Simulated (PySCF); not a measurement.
# C4H3FS: the cost of one run

Computed with PySCF 2.14.0, with density-fitted response routines of our own, on a single molecule in the gas phase. Atoms count from 0, in the outputs and in this text.

## 1. The starting structure

9 atoms, charge 0, multiplicity 1; geometry from: MMFF94s. The atoms were then displaced at random by about 0.03 Å, so the start is not that level's minimum.

Bonds of the start (Å): F0–C1 1.34, C1–C2 1.37, C2–C3 1.48, C3–S4 1.77, S4–C5 1.70, C5–C1 1.40, C2–H6 1.13, C3–H7 1.03, C5–H8 1.07.

## 2. Geometry optimisation at PBE0-D3(BJ)/def2-SVP

What the job is given:

```
{"job": {"xc": "PBE0", "basis": "def2-SVP", "d3": "d3bj", "grid": 1, "shake": 0.03, "kind": "geom"}, "charge": 0, "multiplicity": 1}
F     -1.632220    -1.563150     0.394920
C     -0.798280    -0.547880     0.138010
C      0.549710    -0.789870     0.114170
C      1.420360     0.373940    -0.141830
S      0.283520     1.699780    -0.406050
C     -1.122860     0.784600    -0.124160
H      1.094960    -1.752470     0.325350
H      2.440090     0.500830    -0.214900
H     -2.102540     1.224780    -0.111150
```

The run is started by

```sh
> OMP_NUM_THREADS=1 python probes_run.py task.json out
```

This one command runs all jobs of the session in turn.

**Question.** How long does this first job take on 1 thread of Arm Neoverse V1, shared host, and how much memory does it need?

About 32 s, with a peak of 0.42 GiB.
